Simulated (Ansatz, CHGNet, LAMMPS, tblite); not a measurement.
## How well does each level of theory give the TO(Γ) frequency of diamond-structure Si?

Reference value: 525 cm⁻¹ (measured, low temperature, no zero-point or thermal correction; as tabulated in Tanner et al. (2021), arXiv:2110.11888).

```json
[
 {"level (code)": "spline MEAM Si_2.meam.spline (LAMMPS)", "value (cm⁻¹)": "492", "cell (Å³/atom)": "20.03"},
 {"level (code)": "GFN2-xTB (tblite)", "value (cm⁻¹)": "493", "cell (Å³/atom)": "19.57"},
 {"level (code)": "CHGNet-r²SCAN (CHGNet)", "value (cm⁻¹)": "359", "cell (Å³/atom)": "20.14"},
 {"level (code)": "SNAP Si_Zuo_JPCA2020.quadratic.snap (LAMMPS)", "value (cm⁻¹)": "505", "cell (Å³/atom)": "20.39"},
 {"level (code)": "LDA (Ansatz)", "value (cm⁻¹)": "___", "cell (Å³/atom)": "19.70"},
 {"level (code)": "PBE (Ansatz)", "value (cm⁻¹)": "503", "cell (Å³/atom)": "20.46"},
 {"level (code)": "r²SCAN (Ansatz)", "value (cm⁻¹)": "___", "cell (Å³/atom)": "20.17"}
]
```

Problem. Fill in the missing entries.

Solution. 
- LDA (Ansatz, an electronic-structure program), value (cm⁻¹): 513
- r²SCAN (Ansatz), value (cm⁻¹): 518

Differences against the reference: spline MEAM Si_2.meam.spline -6.3 %, GFN2-xTB -6.1 %, CHGNet-r²SCAN -32 %, SNAP Si_Zuo_JPCA2020.quadratic.snap -3.8 %, LDA -2.3 %, PBE -4.2 %, r²SCAN -1.3 %.

Leaving aside spline MEAM Si_2.meam.spline, SNAP Si_Zuo_JPCA2020.quadratic.snap, which can be fitted to such values or carry a doubt: Nearest, and too close to rank with a margin of 2.0 % (twice that across the reference) picked here for doubts on the reference and the settings, and for temperature and zero-point motion: r²SCAN (-1.3 %), LDA (-2.3 %). CHGNet-r²SCAN (-32 %) lies farthest from it. Within 5 %: LDA, PBE, r²SCAN.

The measured value isn't corrected to a static lattice, so vibrations enter the comparison.  GFN2-xTB: the method was fitted mainly to molecules. GFN2-xTB: the run uses a supercell at the zone centre in place of a k mesh. Each level is taken at its own relaxed cell. Cutoffs differ between the levels. Ansatz's density-functional and Hartree–Fock values are scalar-relativistic unless marked +SOC, with PAW data made under PBE.

Empirical potentials (spline MEAM Si_2.meam.spline) are fitted to chosen data, which need not cover the solid at hand: agreement can be built in, and what lay outside the fit can be far off. Machine-learned potentials (CHGNet-r²SCAN, SNAP Si_Zuo_JPCA2020.quadratic.snap) are trained on DFT data, which may include these solids.

Differences are worked out from the printed values.
